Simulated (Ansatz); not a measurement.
# Al–CH$_{3}$, singlet: the ladder up to RCCSDTQ

Geometry: a PBE0/def2-TZVP stationary point for this spin, not checked as a minimum.

```xyz
5

Al   -0.7408    0.0064    0.0050
C     1.2474   -0.0108   -0.0084
H     1.6463   -1.0338   -0.0061
H     1.6655    0.4997    0.8692
H     1.6535    0.4910   -0.8966
```

Basis cc-pVDZ; Ansatz 0.2.0. Correlated methods freeze the noble-gas cores, which leaves 10 electrons in 41 orbitals. R marks a restricted (for open shells ROHF) determinant, U an unrestricted one. Active spaces: valence = (10e, 11o) chosen from the atoms' valence shells; pair = (2e, 2o) about the gap.

Full CI isn't at hand for all of this; RCCSDTQ serves as the reference, and is uncertain by the last step of the cluster series or more. The frozen core follows each run's orbitals, which can shift R against U totals by a few meV.

The UHF ⟨S²⟩ is 0.097 and the T1 diagnostic (RCCSD) is 0.0108. The largest doubles amplitude (RCCSD) is 0.099.

| level | E − E(RCCSDTQ) (meV) | share of correlation (%) | wall time |
| --- | --- | --- | --- |
| RHF | 6449 | 0.00 | – |
| UHF | 6444 | 0.07 | 1.1 s |
| RMP2 | 1082 | 83.22 | – |
| CISD | 711 | 88.97 | 0.7 s |
| RCCSD | 190 | 97.05 | – |
| RCCSD(T) | 28 | 99.57 | 1.1 s |
| BCCD(T) | 27 | 99.58 | 0.61 s |
| RCCSDT | 10 | 99.85 | – |
| RCCSDT(Q) | 0 | 100.00 | 4.7 s |
| CASSCF (pair space) | 5987 | 7.16 | – |
| NEVPT2 (pair space) | 1054 | 83.66 | 0.76 s |
| MRCISD (pair space) | 598 | 90.73 | – |
| MRCISD+Q (pair space) | 90 | 98.61 | 0.97 s |
| CASSCF (valence space) | 3347 | 48.10 | – |
| NEVPT2 (valence space) | 915 | 85.81 | 3.5 s (H100) |
| MRCISD (valence space) | 193 | 97.01 | – |
| MRCISD+Q (valence space) | 28 | 99.56 | 6.5 s (H100) |

The correlation energy at RCCSDTQ, counted from RHF, is -6.449 eV. That run took 8 s on 2 threads of AMD EPYC 7R13 with a shared H100 80 GB, shared host.

Times hold each run's SCF and search for its determinant on a shared host, so for small cases they say little of a method's own cost; rows without a card ran on 1 thread of AMD EPYC 7R13. Some runs computed forces too.

Natural occupations of CASSCF (valence space) about the gap: 1.984 1.978 1.977 1.977 1.868 0.065 0.065 0.022 0.021 0.021; effectively unpaired electrons, Σ n²(2−n)², 0.11.
